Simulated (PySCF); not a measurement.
Reaction (SMILES): C#N (CH-N) → [C-]#[NH+] (C-NH)
B3LYP-D3(BJ)/def2-TZVP geometries, fixed; electronic energies without zero-point terms.

Effect of the auxiliary basis of density fitting at HF/aug-cc-pVTZ with PySCF, against the last row, where the isomerisation energy is 10.11 kcal/mol.

| setting | fitting functions, largest species | largest shift of a total energy (mEh) | shift of the isomerisation energy (kcal/mol) |
|---|---|---|---|
| density fitting: autoaux | 502 | 0.006 | -0.001 |
| density fitting: def2-universal-jkfit | 170 | 0.040 | 0.001 |
| density fitting: cc-pvtz-jkfit | 188 | 0.094 | -0.005 |
| density fitting: cc-pvqz-jkfit | 263 | 0.007 | 0.000 |
| density fitting: none | - | 0.000 | 0.000 |

Within 0.02 kcal/mol in the isomerisation energy: density fitting: autoaux; density fitting: def2-universal-jkfit; density fitting: cc-pvtz-jkfit; density fitting: cc-pvqz-jkfit. The largest shift is 0.094 mEh in a total energy and 0.005 kcal/mol in the difference.
